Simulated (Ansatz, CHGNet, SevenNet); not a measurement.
# Elastic constant C44 of CaB6-type LaB₆: levels of theory against measurement

Reference value: 90 ± 5 GPa (measured, temperature not stated, not corrected to a static lattice; as tabulated in Z. Phys. B, doi 10.1007/BF01469434 (note on Brillouin scattering of LaB6)).

```tsv
level (code)	value (GPa)	cell (Å³/atom)
CHGNet 0.3.0	29.5	10.26
CHGNet-r²SCAN	28.8	10.23
SevenNet-0	37.6	10.25
LDA (Ansatz)	…	9.83
PBEsol (Ansatz)	90.5	10.06
```

Task: Complete the blanks.

Result: 
- LDA (Ansatz, an electronic-structure program), value (GPa): 97.4

Differences against the reference: CHGNet 0.3.0 -67 %, CHGNet-r²SCAN -68 %, SevenNet-0 -58 %, LDA +8.2 %, PBEsol +0.6 %.

The reference's temperature isn't stated, so close values are not ranked against it. Off by more than 25 %, or 35 % on the side where a correction would as a rule narrow the miss (bounds picked here): CHGNet-r²SCAN (-68 %), CHGNet 0.3.0 (-67 %), SevenNet-0 (-58 %). Within the reference's own bar: PBEsol.

The measured value isn't corrected to a static lattice, so vibrations enter the comparison. A static lattice is as a rule stiffer than a warm one, by over a tenth in soft solids.  Each level is taken at its own relaxed cell. Ansatz's density-functional and Hartree–Fock values are scalar-relativistic unless marked +SOC, with PAW data made under PBE.

Machine-learned potentials (CHGNet 0.3.0, CHGNet-r²SCAN, SevenNet-0) are trained on DFT data: a solid inside that data is no test of them.

Differences are worked out from the printed values.
